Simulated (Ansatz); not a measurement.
# CH8OSi: the cost of one run

All numbers below are computed with Ansatz 0.2.0 (RKS B3LYP-D4/def2-SVP).

### 1 Starting point

Bond lengths: Si1–C2 2.220 Å, C2–H3 1.110 Å, C2–H4 1.110 Å, C2–H5 1.110 Å, Si1–H6 1.460 Å, Si1–H7 1.459 Å, Si1–H8 1.459 Å, Si1–O9 1.980 Å, O9–H10 1.010 Å. Angles (14 of 17 angles, heavy atoms first): C2–Si1–O9 71.6°, Si1–C2–H3 109.5°, Si1–C2–H4 109.5°, Si1–C2–H5 109.5°, C2–Si1–H6 109.5°, C2–Si1–H7 109.5°, C2–Si1–H8 109.5°, H6–Si1–O9 170.0°, H7–Si1–O9 61.6°, H8–Si1–O9 78.8°, Si1–O9–H10 109.5°, H3–C2–H4 109.4°, H3–C2–H5 109.4°, H4–C2–H5 109.4°.

Coordinates:

```xyz
11

Si    0.0000    0.0000    0.0000
C     0.0000    0.0000    2.2200
H    -0.9996   -0.3092    2.5905
H     0.7676   -0.7111    2.5905
H     0.2320    1.0203    2.5905
H     1.3768    0.0000   -0.4862
H    -0.6877    1.1914   -0.4862
H    -0.6877   -1.1914   -0.4862
O    -1.8477    0.3412    0.6243
H    -2.4944   -0.2152    0.0837
H    -1.2238    0.2260    1.7514
```

### 2 Pulling towards end A

Springs on the bonds that form and break draw the guess towards this end; the thresholds are loose.

input.yaml reads:

```yaml
crystal:
  periodic: [false, false, false]
  atoms:
    - { symbol: Si, position_ang: [0.0, 0.0, 0.0] }
    - { symbol: C, position_ang: [0.0, 0.0, 2.22] }
    - { symbol: H, position_ang: [-0.9996, -0.3092, 2.5905] }
    - { symbol: H, position_ang: [0.7676, -0.7111, 2.5905] }
    - { symbol: H, position_ang: [0.232, 1.0203, 2.5905] }
    - { symbol: H, position_ang: [1.3768, 0.0, -0.4862] }
    - { symbol: H, position_ang: [-0.6877, 1.1914, -0.4862] }
    - { symbol: H, position_ang: [-0.6877, -1.1914, -0.4862] }
    - { symbol: O, position_ang: [-1.8477, 0.3412, 0.6243] }
    - { symbol: H, position_ang: [-2.4944, -0.2152, 0.0837] }
    - { symbol: H, position_ang: [-1.2238, 0.226, 1.7514] }
basis:
  gaussian: { orbitals: def2-SVP }
hamiltonian:
  xc: b3lyp
  dispersion: d4
relax:
  f_tol: 0.15
  max_steps: 25
  restrain:
    - { distance: [0, 8], at: 2.88, k: 30.0 }
    - { distance: [10, 1], at: 2.31, k: 30.0 }
    - { distance: [0, 1], at: 1.87, k: 30.0 }
    - { distance: [10, 8], at: 1.01, k: 30.0 }
```

On the command line:

```console
$ ansatz run input.yaml --threads 2 --pin off --max-ram 3072MiB --backend cpu --events-out ev --progress --plain --runs-dir out
```

What time and memory should one allow on 2 threads of AMD EPYC 7B13 (Zen 3), shared host?

About 24 s, with a peak of 0.18 GiB.
